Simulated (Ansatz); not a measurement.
Relaxing CsC

The calculation used DFT PBE, scalar-relativistic, plane waves, PAW (Ansatz 0.2.0). Cutoff 420 eV, Γ-centred k mesh, Gaussian smearing, collinear spin, first started from parallel moments.

CsC was placed on the tungsten carbide structure type (P-6m2, No. 187), with Cs in place of W, at a guessed volume.

```xyz
2
Lattice="3.8418 0.0000 0.0000 -1.9209 3.3271 0.0000 0.0000 0.0000 3.7471" Properties=species:S:1:pos:R:3 pbc="T T T"
Cs    0.0000    0.0000    0.0000
C     1.9209    1.1090    1.8736
```

Cell and atoms relax at zero pressure; the relaxation can't lower the symmetry of the start. After a coarse first stage the cell is made exact in the group found at 0.06 Å.

Energies over the elements count from the elements' standard structures at the same level, with no empirical corrections.

Describe the relaxed structure.

It keeps P-6m2 (No. 187). The result has the tungsten carbide structure. Conventional cell: a = 4.623 Å, c = 4.214 Å. Cs is coordinated by 6 C at 3.40 Å; C has 6 Cs at 3.40 Å.

```cif
data_structure
_symmetry_space_group_name_H-M 'P-6m2'
_symmetry_Int_Tables_number 187
_cell_length_a 4.6232
_cell_length_b 4.6232
_cell_length_c 4.2136
_cell_angle_alpha 90.000
_cell_angle_beta 90.000
_cell_angle_gamma 120.000
_cell_volume 77.99
loop_
_atom_site_label
_atom_site_type_symbol
_atom_site_symmetry_multiplicity
_atom_site_Wyckoff_symbol
_atom_site_fract_x
_atom_site_fract_y
_atom_site_fract_z
_atom_site_occupancy
Cs1 Cs 1 a 0.00000 0.00000 0.00000 1
C1 C 1 f 0.66667 0.33333 0.50000 1
```

What are its volume, energy, gap and moment?

The volume per atom is 39.00 Å³. The density is 3.09 g/cm³, the energy over the elements is 2.304 eV/atom and the gap on the 6×6×6 mesh is 0.68 eV. The net moment per atom is 1.50 μB. The largest site moment is 2.41 μB.

The final run used a 6×6×6 mesh on its 2-atom cell and 0.02 eV smearing. A structure relaxed within its symmetry needn't be a true minimum.

Cost: 3 runs of about 0.53 core-minutes in all, on Intel Xeon 6975P-C (Granite Rapids) (shared hosts).